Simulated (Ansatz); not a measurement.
`CC(N)CN`. Total charge 0; spin multiplicity 1.

Cartesian coordinates in Å:
```
C -0.1125 1.4198 -0.4476
C 0.4936 0.2750 0.3405
N 1.4073 -0.4682 -0.5206
C -0.5659 -0.6981 0.8665
N -1.3734 -1.3638 -0.1356
H -0.8288 1.9762 0.1615
H -0.6238 1.0474 -1.3384
H 0.6589 2.1214 -0.7769
H 1.0013 0.7010 1.2227
H 1.9531 -1.1275 0.0215
H 2.0604 0.1543 -0.9793
H -0.0544 -1.4662 1.4604
H -1.2255 -0.1682 1.5604
H -2.0260 -0.7145 -0.5560
H -0.7642 -1.6887 -0.8792
```

List the harmonic frequencies (cm⁻¹, unscaled) at PBE0-D4/def2-TZVP in Ansatz. (Best estimate.)

The calculation gave: 143, 230, 255, 278, 310, 385, 414, 619, 798, 831, 882, 908, 974, 1012, 1057, 1094, 1157, 1211, 1268, 1358, 1366, 1385, 1399, 1429, 1477, 1483, 1495, 1653, 1666, 2949, 3025, 3046, 3083, 3116, 3130, 3515, 3523, 3599, 3607.

Is this a minimum?

Yes, all 39 modes are real.

Give the ideal-gas thermochemistry at 298.15 K and 1 bar (rigid rotor, harmonic oscillator; point group C1, symmetry number 1).

Zero-point energy 365.6 kJ/mol; H(298) − E = 385.5 kJ/mol; entropy 324.2 J/(mol·K), of which translation 162.6, rotation 107.8, vibration 53.8; G(298) − E = 288.8 kJ/mol.

Rotational constants (cm⁻¹)?

0.2151, 0.1337, 0.108.
